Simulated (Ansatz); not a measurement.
Start from Rh in the fcc (Cu type) structure (space group Fm-3m, No. 225; a = 3.830 Å).

All numbers come from Kohn–Sham DFT with the PBE functional, run in Ansatz (a quantum-chemistry and plane-wave program) with PAW and 420 eV plane waves, no spin-orbit coupling, earlier PAW set.

Modification: Pd takes the place of Rh on all its sites, then cell and atoms are relaxed.

Measured lattice parameter a: Rh 3.794 Å (static lattice; corrected from measurement; as listed in Daniel Mejia-Rodriguez, S. B. Trickey, Phys. Rev. B (2018)); Pd 3.876 Å (static lattice; corrected from measurement; as listed in Daniel Mejia-Rodriguez, S. B. Trickey, Phys. Rev. B (2018)).

### Question
How well does PBE reproduce the measured shift?

### Answer
With PBE the lattice parameter a moves by +0.112 Å (3.830 → 3.943) against +0.082 Å measured.

No phonon test of stability was made. All final runs are without spin polarisation. Pd lies near a magnetic instability that expansion can trigger; it was not tested.
